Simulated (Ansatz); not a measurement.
# SiH2Cl radical (SMILES [SiH2]Cl): one structure at several levels

An exercise on one series of results from a longer session: the logs are not shown, and one member is left open.

Method: single points in def2-TZVPP; program: Ansatz 0.2.0, Gaussian basis.

Cores are frozen in the correlated methods. Orbitals are unrestricted.

1 further run of the same task is left out (it didn't finish).

## The starting structure

SMILES `[SiH2]Cl`, 4 atoms, charge 0, spin multiplicity 2.

Atoms are counted from 1 here; the program's logs count them from 0.

Bond lengths: Si1–Cl2 2.116 Å, Si1–H3 1.493 Å, Si1–H4 1.487 Å. Angles: Cl2–Si1–H3 104.9°, Cl2–Si1–H4 108.9°, H3–Si1–H4 108.8°.

Coordinates:

```xyz
4

Si   -0.3330    0.2583    0.1204
Cl    1.6354   -0.0698    0.8247
H    -0.9950   -1.0782    0.1924
H    -0.2697    0.6858   -1.3028
```

The first run:

Contents of run/in.yaml:

```yaml
crystal:
  periodic: [false, false, false]
  atoms:
    - {symbol: Si, position_ang: [-0.333000, 0.258253, 0.120432]}
    - {symbol: Cl, position_ang: [1.635438, -0.069799, 0.824701]}
    - {symbol: H, position_ang: [-0.994982, -1.078211, 0.192351]}
    - {symbol: H, position_ang: [-0.269727, 0.685805, -1.302814]}
basis:
  gaussian: {orbitals: def2-TZVPP}
magnetization: {spin_polarized: true, initial_magnetization: 1}
hamiltonian: {xc: pbe, dispersion: d4}
output: {forces: true}
```

Command:

```sh
ansatz run in.yaml --threads 2 --pin off --events-out ev --progress --plain --max-ram 3481MiB
```

Steps of the session up to this table: PBE-D4/def2-TZVPP; r2SCAN-D4/def2-TZVPP; PBE0-D4/def2-TZVPP; wB97M-V/def2-TZVPP; CCSD(T)/def2-TZVPP.

One of the session's tables, all rows but one given; the rest of the session is left out.

```
   method  RMS force component (eV/Å)  angle to CCSD(T) forces (°)  dipole (D)
   PBE-D4                       0.320                         26.0        1.31
r2SCAN-D4                       0.390                          8.2        1.43
  PBE0-D4                       0.413                         10.3        1.48
  wB97M-V                           ?                            ?           ?
  CCSD(T)                       0.396                    reference        1.47
```

Estimate the missing values for wB97M-V.

**Answer.** RMS force component (eV/Å): 0.385; angle to CCSD(T) forces (°): 4.2; dipole (D): 1.53. In the column «RMS force component (eV/Å)» it lies between PBE-D4 (0.320) and r2SCAN-D4 (0.390).

To keep in mind: CCSD(T) in triple zeta still lacks some correlation energy of the bonds, so part of these gaps is its own basis error and they don't rank the functionals.
